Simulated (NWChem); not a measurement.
Correlation energy of NO (+1)

```xyz
2

N      0.0000     0.0000     0.5653
O      0.0000     0.0000    -0.4946
```
Charge +1, spin multiplicity 1.

All runs are NWChem calculations. Structure: optimised with PBE0/def2-SVP, a minimum by its harmonic frequencies.

Basis set: cc-pVQZ. Each correlation energy counts from its own Hartree-Fock reference.

The correlated methods keep 2 core orbitals frozen. The structure started from a generated list of species. Coupled-cluster values serve here as a point of comparison, not as the truth.

Question: One of these methods gave a correlation energy of -431.1 mHa. Which?
A. CCSD
B. SCS-MP2
C. RI-MP2
D. CR-CCSD[T]

Answer: C, RI-MP2. The others give -423.7 (SCS-MP2), -439.6 (CR-CCSD[T]), -421.0 (CCSD).
